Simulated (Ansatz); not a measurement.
```yaml
crystal:
  periodic: [false, false, false]
  atoms:
    - {symbol: Ge, position_ang: [-0.549316, 0.147786, -0.055327]}
    - {symbol: Cl, position_ang: [1.744059, -0.424305, 0.175694]}
    - {symbol: Cl, position_ang: [-0.551711, 2.458194, -0.053922]}
    - {symbol: Cl, position_ang: [-0.066850, -2.336689, -0.008412]}
basis:
  gaussian: {orbitals: def2-TZVP}
magnetization: {spin_polarized: true, initial_magnetization: 3}
hamiltonian: {xc: pbe0}
relax: {f_tol: 0.004, max_steps: 80}
```

```sh
$ ansatz run in.yaml --threads 1 --pin off --events-out ev --progress --plain --max-ram 2176MiB
```

Steps of the relaxation (energy above the last step; positions in Å, forces in eV/Å):

```
4
step 1, 131.1 meV
Ge   -0.549    0.148   -0.055    0.854    0.480    0.087
Cl    1.744   -0.424    0.176   -0.676    0.093   -0.068
Cl   -0.552    2.458   -0.054   -0.078   -1.075   -0.009
Cl   -0.067   -2.337   -0.008   -0.101    0.502   -0.010
```

```
4
step 2, 11.4 meV
Ge   -0.491    0.148   -0.049    0.230    0.325    0.023
Cl    1.737   -0.412    0.175   -0.201    0.024   -0.020
Cl   -0.566    2.375   -0.055   -0.022   -0.345   -0.003
Cl   -0.104   -2.265   -0.012   -0.006   -0.004   -0.001
```

```
4
step 3, 1.3 meV
Ge   -0.469    0.163   -0.047    0.031    0.047    0.003
Cl    1.729   -0.412    0.174   -0.015    0.003   -0.002
Cl   -0.573    2.353   -0.056   -0.016    0.031   -0.002
Cl   -0.111   -2.260   -0.013    0.000   -0.081    0.000
```

```
4
step 5, 0.0 meV
Ge   -0.455    0.174   -0.046    0.000    0.001    0.000
Cl    1.731   -0.419    0.174   -0.001   -0.001    0.000
Cl   -0.586    2.364   -0.057    0.000    0.000    0.000
Cl   -0.113   -2.273   -0.013    0.001    0.001    0.000
```

Close pairs at the end: Ge1–Cl3 2.193 Å, Ge1–Cl2 2.276 Å, Ge1–Cl4 2.472 Å, Cl2–Cl4 2.622 Å.

A stationary point of unrestricted PBE0 after 5 steps, with ⟨S²⟩ = 3.759 against 3.75 for a pure state; no frequencies were run, so it isn't proven a minimum. 92 s on 1 thread of Arm Neoverse V1, shared host.
